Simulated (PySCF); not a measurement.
SMILES C(CC)Cl (C3H7Cl) at its GFN2-xTB optimised geometry (Å):

```
11

C      1.4021    -0.4942     0.0000
C     -0.1214    -0.4942     0.0000
C     -0.6973     0.9121     0.0000
Cl    -0.3160     1.7629    -1.5242
H      1.7788     0.0216    -0.8794
H      1.7802    -1.5131    -0.0087
H      1.7842     0.0090     0.8855
H     -0.4901    -1.0344    -0.8738
H     -0.4910    -1.0043     0.8932
H     -1.7842     0.8971     0.0802
H     -0.2750     1.5131     0.8054
```

Method: PySCF 2.14.0 with PBE0/def2-TZVP.

Map of the deformation density (molecule minus spherical neutral atoms) (e/bohr³) on the plane z = 1.0 Å:

```
|111111111111111111111111111|
|111111111111111111111111111|
|111111111111111111111111111|
|111111111111111111111111111|
|111111111111111111111111111|
|111111111111111111111111111|
|111111111110000111111111111|
|111111111111100111111111111|
|111111111114610011111111111|
|111111111124620011111111111|
|111111111002210011111111111|
|111111110000000000000111111|
|111111110000000001220011111|
|111111110000000013792011111|
|111111111011200002662111111|
|111111111114631001221111111|
|111111111018931000111111111|
|111111111003421000111111111|
|111111111100010001111111111|
|111111111111111111111111111|
|111111111111111111111111111|
|111111111111111111111111111|
|111111111111111111111111111|
|111111111111111111111111111|
|111111111111111111111111111|
|111111111111111111111111111|
|111111111111111111111111111|
```
Scale: ten equal steps from -0.012 (start of '0') to 0.052 (end of '9'), in the order '0123456789'; x runs from -4.00 to 4.00, y from -4.00 (bottom) to 4.00 (top).
